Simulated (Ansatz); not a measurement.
What a trial cell of SiBi3 relaxes into

Level of theory: Ansatz 0.2.0, DFT PBE, scalar-relativistic, plane waves, PAW. Cutoff 420 eV, Γ-centred k mesh, Gaussian smearing, no spin polarisation in the final step.

SiBi3 was placed on the Cu3Au (L1_2) structure type (Pm-3m, No. 221), with Si in place of Au, Bi in place of Cu, at a guessed volume.

```yaml
crystal:
  lattice:
    - [4.71394, 0.00000, 0.00000]
    - [0.00000, 4.71394, 0.00000]
    - [0.00000, 0.00000, 4.71394]
  atoms:
    - { symbol: Si, position: [0.00000, 0.00000, 0.00000] }
    - { symbol: Bi, position: [0.00000, 0.50000, 0.50000] }
    - { symbol: Bi, position: [0.50000, 0.00000, 0.50000] }
    - { symbol: Bi, position: [0.50000, 0.50000, 0.00000] }
```

Steps on the 4×4×4 mesh (4 atoms). 5 of 5 steps are shown, and the free energy counts from the last. Trial steps that were taken back and renewals of the plane-wave basis can be among the rows.

| step | ΔF (meV/atom) | V (Å³/atom) | P (GPa) |
| --- | --- | --- | --- |
| 1 | 39.6 | 26.19 | 5.73 |
| 2 | 14.0 | 30.18 | -2.55 |
| 3 | 0.8 | 28.83 | -0.42 |
| 4 | 0.5 | 28.61 | -0.03 |
| 5 | 0.0 | 28.61 | -0.03 |

A final relaxation ran on a 10×10×10 mesh. The relaxed crystal, Pm-3m (No. 221):

```
Si Bi
1.0
     4.84595    0.00000    0.00000
     0.00000    4.84595    0.00000
     0.00000    0.00000    4.84595
Si Bi
1 3
Direct
  0.00000 0.00000 0.00000
  0.00000 0.50000 0.50000
  0.50000 0.00000 0.50000
  0.50000 0.50000 0.00000
```

* Volume per atom: 28.45 Å³
* Density: 9.56 g/cm³
* Energy over the elements: 0.45 eV/atom
* Gap on the 10×10×10 mesh: 0 eV (a metal)

Formation energies are uncorrected and refer to the elements' standard structures at the same level.

The final run used a 10×10×10 mesh on its 4-atom cell and 0.10 eV smearing. The k mesh leaves about 4 meV/atom of noise in metals. Spin–orbit coupling is left out.

Symmetry constrained the relaxation, so the result can be a saddle point.

Cost: 3 runs of about 1 core-minutes in all, on Arm Neoverse V1 (shared hosts).